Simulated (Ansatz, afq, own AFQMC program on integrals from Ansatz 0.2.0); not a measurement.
AlGaHF, singlet: AFQMC among the cluster methods

```yaml
atoms:
  - { symbol: F, position_ang: [0.0000, 0.2780, 2.8734] }
  - { symbol: Al, position_ang: [0.0000, -0.3368, 1.3309] }
  - { symbol: Ga, position_ang: [0.0000, 0.0372, -1.2999] }
  - { symbol: H, position_ang: [0.0000, 1.2041, 0.1341] }
```

Connectivity, by distances: F–Al–Ga, 1 bridging H.

Basis cc-pVDZ. Noble-gas cores (and the filled d shells of Ga–Kr and In–Xe) are frozen. AFQMC by an in-house program on the Cholesky factors that Ansatz 0.2.0 writes for its CCSD(T) run. ph-AFQMC/CISD is guided by a CISD state made of CCSD amplitudes; releasing the constraint for a short imaginary time cuts its bias at the price of noise, slowly where states lie close. ± is one standard error of the sampling. No spin–orbit coupling.

Determinant: RHF, the one that the program's search chose, which needn't be the lowest solution. The geometry is a PBE0/def2-TZVP stationary point of this or a neighbouring charge and spin state.

No full CI on the walks' own integrals is used here; CCSDT(Q) serves as the reference and is uncertain by about the last step of the cluster series.

Cautions: no relativity below Rb; no spin-orbit coupling; inner d shell frozen.

```
T1 diagnostic                               : 0.0174
weight of the determinant in the CISD state : 0.842
size of the correlated space                : 14 electrons in 44 orbitals
```

```tsv
level	correlation energy (eV)
MP2	-8.1117
CCSD	-8.8912
CCSD(T)	-9.0981
```

Estimate where phaseless AFQMC with a CISD trial lies against CCSD(T) on the same integrals.

2.7 ± 1.5 kJ/mol below CCSD(T). The gap is under twice the noise, so this walk alone can't tell the two apart.

Reference: CCSDT(Q), correlation energy -9.150 eV. The released energy is read at 1.62 1/Eh, later times being too noisy (meV from the phaseless value at times in 1/Eh: 0 ± 20 at 0.24, 7 ± 25 at 0.51, -59 ± 24 at 0.99, -49 ± 29 at 1.62, -25 ± 39 at 2.40).

| level | E − E(reference) (kJ/mol) | share of correlation (%) |
| --- | --- | --- |
| CCSD(T) | 5.1 | 99.43 |
| CCSDT | 2.1 | 99.76 |
| ph-AFQMC/HF | -4.0 ± 7.2 | 100.45 |
| ph-AFQMC/CISD | 2.3 ± 1.5 | 99.74 |
| released AFQMC | -2.4 ± 2.8 | 100.27 |

A walk keeps the symmetry of its determinant, which the program's search chose and which needn't be the lowest solution, so a lower state of the same spin and another symmetry isn't excluded. Released energies are given only where the last usable release times agree within the noise; a slower fall can still hide under it.
